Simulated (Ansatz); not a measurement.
**SiF+ (triplet): wave-function methods side by side at distance Si1–F2 = 2.926 Å, 6-31G**

How much of the correlation energy of SiF+ (triplet) does each wave-function method recover here?

The runs use Ansatz 0.2.0, Gaussian basis; 6-31G, core rule «outside noble gas», up to 6 orbitals frozen.

Plan: UHF; CCSD(T) on ROHF; CCSD(T) on UHF; BCCD(T) on ROHF; CISD; CCSDT(Q) on ROHF; CCSDT(Q) on UHF; CISDTQ; CCSDTQ on ROHF; CCSDTQ on UHF; CASSCF and MRCISD+Q, 4 electrons in 4 orbitals; CASSCF and NEVPT2, 4 electrons in 4 orbitals; CASSCF and MRCISD+Q, 10 electrons in 8 orbitals; CASSCF and MRCISD+Q(relaxed), 10 electrons in 8 orbitals; CASSCF and NEVPT2, 10 electrons in 8 orbitals; Full CI.

29 further runs of the same task are left out: 9 for a known fault of the program, 14 that didn't finish, 6 set aside as unsound or not needed.

**1. The system**

The geometry derives from a PBE0/def2-TZVP stationary point (not a proven minimum). One bond is set to the value named and the two fragments are kept rigid.

2 atoms, charge 1, spin multiplicity 3.

Atoms are counted from 1 here; the program's logs count them from 0.

No contacts short enough for the rule that draws bonds.

**2. UHF**

Contents of in.yaml:

```yaml
crystal:
  periodic: [false, false, false]
  atoms:
    - {symbol: Si, position_ang: [0.000000, 0.000000, 0.000000]}
    - {symbol: F, position_ang: [0.000000, 0.000000, 2.926000]}
basis:
  gaussian: {orbitals: 6-31G}
total_charge: 1
magnetization: {spin_polarized: true, initial_magnetization: 2}
hamiltonian: {xc: hf}
output: {orbitals: {seedname: orbitals}}
```

Run with:

```
$ ansatz run in.yaml --threads 1 --pin off --events-out ev --progress --plain --max-ram 2393MiB
```

Further steps of the session: CCSD(T) on ROHF; CCSD(T) on UHF; BCCD(T) on ROHF; CISD; CCSDT(Q) on ROHF; CCSDT(Q) on UHF; CISDTQ; CCSDTQ on ROHF; CCSDTQ on UHF; CASSCF and MRCISD+Q, 4 electrons in 4 orbitals; CASSCF and NEVPT2, 4 electrons in 4 orbitals; CASSCF and MRCISD+Q, 10 electrons in 8 orbitals; CASSCF and MRCISD+Q(relaxed), 10 electrons in 8 orbitals; CASSCF and NEVPT2, 10 electrons in 8 orbitals; Full CI.

Before running them: what should the planned runs give, taken together? Wanted: FCI below the RHF energy; RMP2 from FCI; UMP2 from FCI; RCCSD from FCI; RCCSD(T) from FCI; UCCSD(T) from FCI; RCCSDT(Q) from FCI; UCCSDT(Q) from FCI; T1 diagnostic.

The runs gave:

| quantity | value |
| --- | --- |
| FCI below the RHF energy | -3.2386 eV |
| RMP2 from FCI | +12.59 kcal/mol |
| UMP2 from FCI | +12.42 kcal/mol |
| RCCSD from FCI | +0.81 kcal/mol |
| RCCSD(T) from FCI | +0.40 kcal/mol |
| UCCSD(T) from FCI | +0.39 kcal/mol |
| RCCSDT(Q) from FCI | +0.12 kcal/mol |
| UCCSDT(Q) from FCI | +0.11 kcal/mol |
| levels within 1 kcal/mol (43 meV) | RCCSD, UCCSD, RCCSD(T), UCCSD(T), BCCD(T), RCCSDT, UCCSDT, CISDTQ, RCCSDT(Q), UCCSDT(Q), RCCSDTQ, UCCSDTQ |
| T1 diagnostic | 0.009 |
| effectively unpaired electrons | 2.33 |

**Reading.** RCCSD(T) misses by +0.40 kcal/mol, 0.5 % of the correlation energy. The occupations show some static correlation. These misses are within one basis, not against nature; the frozen cores of restricted and unrestricted runs differ, which can shift their rows.
